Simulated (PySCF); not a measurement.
H₂SS: fields on a plane

Level of theory: PBE0/[S def2-TZVP, H def2-TZVP], no relativity, density fitting, PySCF.

The singlet minimum has S–H 1.367 Å (×2), S–S 1.961 Å; H–S–H 89.3°, H–S–S 108.6° (×2).

The plane holds S1 at (0.00, 0.00), S2 at (1.96, 0.00), H3 at (-0.44, 1.30) Å. Columns run from x = -2.55 to 4.35 Å, rows from y = 3.45 (top) to -1.95 Å, in steps of 0.3 Å. Other isomers or separated fragments may lie lower.

Task: Give the electron density (e/Å³) (cut at 5 e/Å³). Lower edges of the bins (e/Å³): '0' 0.000, '1' 0.030, '2' 0.076, '3' 0.151, '4' 0.268, '5' 0.455, '6' 0.750, '7' 1.218, '8' 1.960, '9' 3.136; top 5.00.

Result: 
```
000000000000000000000000
000000000000000000000000
000000000000000000000000
000000000000000000000000
000000011000000000000000
000001222100000000000000
000012454311111111000000
000013586432222322100000
000013677543344443210000
000023577655456665321000
000024578866667876421000
000124689987669996531000
000124689987669996531000
000024578866667876421000
000013456655456665320000
000012344433344543210000
000001122221223322100000
000000001100111111000000
000000000000000000000000
```

Task: Give the lowest empty orbital (Å^-3/2) at -0.56 eV (cut at ±0.3; overall sign arbitrary). Every second row and column.

Result: 
```
 0.01  0.02  0.03  0.04  0.04  0.03  0.02  0.01  0.01  0.00  0.00  0.00
 0.02  0.04  0.07  0.09  0.09  0.06  0.04  0.02  0.01  0.01  0.01  0.00
 0.03  0.06  0.12  0.17  0.16  0.09  0.05  0.04  0.03  0.02  0.01  0.01
 0.03  0.07  0.15  0.30  0.28  0.10  0.05  0.06  0.07  0.05  0.03  0.01
 0.02  0.05  0.11  0.25  0.19 -0.02  0.00  0.09  0.14  0.09  0.04  0.01
 0.01  0.01  0.02  0.00 -0.05 -0.19 -0.06  0.08  0.18  0.08  0.03  0.01
 0.00  0.00  0.01  0.05 -0.23  0.14  0.04  0.03 -0.05 -0.03 -0.01  0.00
 0.00  0.01  0.05  0.18  0.30  0.30  0.13 -0.04 -0.15 -0.09 -0.03 -0.01
 0.00  0.01  0.05  0.14  0.23  0.21  0.09 -0.01 -0.06 -0.06 -0.03 -0.01
 0.00  0.01  0.04  0.07  0.10  0.09  0.05  0.00 -0.03 -0.03 -0.02 -0.01
```
